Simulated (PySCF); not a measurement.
A PySCF script (with the pyscf-properties extension) for the NMR shieldings of `C1CC(S)CC1`, C5H10S, on a PBE0-D3(BJ)/def2-TZVP geometry:

```python
import basis_set_exchange as bse
import numpy as np
from pyscf import gto, dft
from pyscf.prop import nmr

atoms = """
S     2.189687    1.023312    0.038234
C     1.065942   -0.340058    0.483187
C    -0.141319    0.110175    1.299971
C    -1.148611    0.608686    0.255033
C    -0.779675   -0.111171   -1.062275
C     0.416032   -1.009515   -0.723895
H     1.290915    1.775437   -0.616147
H     1.714884   -1.021191    1.037677
H    -0.545277   -0.764502    1.820852
H     0.109497    0.858013    2.052185
H    -2.175611    0.407104    0.563313
H    -1.070738    1.691743    0.135805
H    -1.611838   -0.689017   -1.466848
H    -0.505417    0.614134   -1.831676
H     1.106204   -1.148864   -1.555926
H     0.063110   -1.999209   -0.413746
"""
names = dict.fromkeys(["S", "C", "H"], "pcSseg-2")
basis = {el: gto.basis.parse(bse.get_basis(n, elements=[el], fmt="nwchem")) for el, n in names.items()}
mol = gto.M(atom=atoms, basis=basis, charge=0, verbose=0)
mf = dft.RKS(mol, xc="GGA_XC_KT3")
mf.grids.level = 2
mf.grids.alignment = dft.numint.BLKSIZE   # the property module wants whole blocks of grid points
mf.conv_tol = 1e-9
mf.kernel()

calc = nmr.RKS(mf)   # GIAO
sigma = calc.kernel()   # uncoupled for a functional without exact exchange
for i, s in enumerate(sigma):   # ppm
    print("%2d %-2s %9.2f" % (i, mol.atom_pure_symbol(i), np.trace(s) / 3))
```

**Question.** What does it print?

**Answer.** 
```
 0 S     555.93
 1 C     132.53
 2 C     141.64
 3 C     159.09
 4 C     159.07
 5 C     141.54
 6 H      29.52
 7 H      28.46
 8 H      29.61
 9 H      29.69
10 H      29.87
11 H      29.65
12 H      29.87
13 H      29.65
14 H      29.69
15 H      29.62
```

These numbers come from an equivalent density-fitted implementation of the same equations, which agrees with the script to about 0.01 ppm for H and up to a few tenths of a ppm for heavy atoms, so last digits may differ.

**Question.** Turn these shieldings into chemical shifts. References, each an isolated molecule treated in the same way: 33S (535.12 ppm) vs CS2; TMS for 13C (183.24 ppm), 1H (31.63 ppm).

**Answer.** Averaging equivalent atoms: S 0: -21; C 1: 50.7; C 2/5: 41.6; C 3/4: 24.2; H 7: 3.17; H 6: 2.11; H 8/15: 2.02; H 11/13: 1.98; H 9/14: 1.94; H 10/12: 1.76 ppm. 

Size and cost of the density-fitted run: 363 basis functions, 92 s wall time on 1 thread of an Arm Neoverse V1, shared host; peak memory 1.3 GiB.
